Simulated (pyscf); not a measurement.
Optimised with ωB97X-D3(BJ)/def2-SVP in PySCF. Correlated levels are frozen-core, on RHF or UHF. ΔMP2 is the change of the MP2 total energy from the triple- to the quadruple-zeta basis.

Question: For H₃C–SiH₃ + H• -> SiH₄ + CH₃•, a substitution at Si (doublet surface; C–Si broken, H–Si formed), PBE/def2-TZVP gives ΔE‡ = 3.4 kcal/mol and ΔE = -1.5 kcal/mol (zero: the separated reactants). In which direction and how far do PBE0-D3(BJ)/def2-TZVP, M06-2X/def2-TZVP, CCSD(T)/def2-TZVPP + ΔMP2(QZVPP) move these?

Answer: PBE0-D3(BJ): ΔE‡ = 7.9 kcal/mol, ΔE = -1.5 kcal/mol; M06-2X: ΔE‡ = 12.2 kcal/mol, ΔE = -1.9 kcal/mol; CCSD(T): ΔE‡ = 13.8 kcal/mol, ΔE = -4.0 kcal/mol. PBE's barrier lies under all of them, by 4.4 to 10.4 kcal/mol. Its reaction energy matches one of them and lies within 2.5 kcal/mol of the others. Low barriers are usual for a GGA, whose delocalisation error favours stretched bonds. The same reactants have a lower exit, to H₃C–SiH₂• + H₂ (barrier +4.7 kcal/mol at ωB97M-D3(BJ), against +12.1 kcal/mol here). This is the saddle that the search found; another between the same sides may lie lower. The angle at the attacked Si is 180°. The CCSD(T) − MP2 part came from Ansatz, without density fitting, on the same reference.
